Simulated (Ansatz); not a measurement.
H₂S₅. Total charge 0; singlet. Geometry PBE-D4/def2-SVP, basis def2-TZVP, Ansatz.

```tsv
run	HOMO (eV)	LUMO (eV)
A	-9.37	0.28
B	-5.94	-2.51
C	-10.01	1.86
D	-6.40	-2.56
E	-6.25	-2.87
F	-6.12	-2.66
```

Problem. The runs used BLYP, HF, LDA (SPW92), PBE, r2SCAN, ωB97M-V. Estimate which is which.

Solution. A ωB97M-V (range-separated); B BLYP (0 % exact exchange); C HF (100 % exact exchange); D r2SCAN (0 % exact exchange); E LDA (SPW92) (0 % exact exchange); F PBE (0 % exact exchange). Exact exchange lowers occupied and raises empty levels; among semilocal functionals meta-GGAs tend to open the gap a little, and such runs are hard to tell apart. The gap grows from 3.38 eV (LDA (SPW92)) to 11.88 eV (HF).
